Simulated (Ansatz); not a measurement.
Geometry optimisation, RKS B3LYP-D4/cc-pVDZ in Ansatz 0.2.0.

Input:

```yaml
crystal:
  periodic: [false, false, false]
  atoms:
    - { symbol: "N", position_ang: [1.0664, -1.7672, 0.9157] }
    - { symbol: C, position_ang: [0.4701, -0.8146, 0.4216] }
    - { symbol: C, position_ang: [-0.2437, 0.3356, -0.1972] }
    - { symbol: F, position_ang: [-1.2803, -0.0344, -0.8092] }
    - { symbol: F, position_ang: [0.5729, 0.9393, -1.1241] }
    - { symbol: F, position_ang: [-0.5432, 1.2773, 0.7471] }
basis:
  gaussian: { orbitals: cc-pVDZ }
hamiltonian:
  xc: b3lyp
  dispersion: d4
relax:
  f_tol: 0.02
  max_steps: 40
scf:
  lower_state_search: "off"
output:
  orbitals: {}
```

Run as:

```bash
$ ansatz run input.yaml --threads 1 --pin off --max-ram 2048MiB --backend cpu --events-out ev --progress --plain --runs-dir out
```

Q: Where does it end, and by what steps?

A: It converged. After 4 steps the energy has fallen by 0.425 eV; N1 moved furthest, 0.07 Å.

```json
{"step": "0", "energy less start (eV)": "0.0000", "largest force component (eV/Å)": "5.338", "accepted": "yes"}
{"step": "1", "energy less start (eV)": "-0.3791", "largest force component (eV/Å)": "1.759", "accepted": "yes"}
{"step": "2", "energy less start (eV)": "-0.4193", "largest force component (eV/Å)": "0.611", "accepted": "yes"}
{"step": "3", "energy less start (eV)": "-0.4208", "largest force component (eV/Å)": "0.185", "accepted": "yes"}
{"step": "4", "energy less start (eV)": "-0.4253", "largest force component (eV/Å)": "0.006", "accepted": "yes"}
```

```xyz
6
Properties=species:S:1:pos:R:3
N 1.030 -1.716 0.899
C 0.487 -0.813 0.419
C -0.206 0.345 -0.197
F -1.327 -0.058 -0.808
F 0.588 0.933 -1.100
F -0.529 1.244 0.741
```

Whether the end is a true minimum wasn't checked by a vibrational analysis.

Run time: 11 s on 1 thread of Arm Neoverse V1, with other jobs on the host, peak memory 0.14 GiB.
